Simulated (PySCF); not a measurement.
## F, SMILES `[F]` (charge 0, multiplicity 2)

These are CAM-B3LYP-D3(BJ)/def2-TZVP (PySCF) values and carry that method's errors.

The highest occupied spin orbital is -14.14 eV and the dipole moment comes out as 0.00 D. The total energy comes out as -2714.25 eV and the cost comes out as about 1.4 core-seconds (a rough figure).

Bond lengths (Å): .
Charge 0, spin multiplicity 2.
